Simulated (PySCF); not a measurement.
Homolysis of single bonds, series Si Cl-OH. Isolated molecules, 0 K electronic values unless said otherwise. One relaxed conformer stands for each flexible species; it need not be the lowest. Strings in code marks are SMILES.

The highest occupied spin orbital from two functionals at the same geometries (M06-2X/def2-TZVP), both in PySCF: PBE-D3(BJ)/def2-TZVP and B3LYP-D3(BJ)/def2-TZVP. B3LYP has the VWN-RPA correlation part, as in Gaussian. 

```
species                                                                          PBE-D3(BJ)/def2-TZVP (eV)
-------------------------------------------------------------------------------  -------------------------
radical fragment (`[OH]`)                                                                            -7.16
radical fragment (`[Si](Cl)(Cl)O` (H–O–Si–Cl torsion 155°))                                          -5.46
radical fragment (`O[Si](Cl)O` (H–O–Si–Cl torsion 103°, Cl–Si–O–H torsion 43°))                      -5.19
radical fragment (`O[Si](O)O`)                                                                       -4.67
```

**Question.** What does B3LYP-D3(BJ)/def2-TZVP give for each?

**Answer.** 
- radical fragment (`[OH]`): -8.84
- radical fragment (`[Si](Cl)(Cl)O` (H–O–Si–Cl torsion 155°)): -6.43
- radical fragment (`O[Si](Cl)O` (H–O–Si–Cl torsion 103°, Cl–Si–O–H torsion 43°)): -6.17
- radical fragment (`O[Si](O)O`): -5.67
Over these rows, drawn at random from the members with no instability flagged (it was tested for open shells, ions and some series alone), PBE minus B3LYP-D3(BJ): mean +1.16 eV, from +0.96 eV to +1.68 eV.
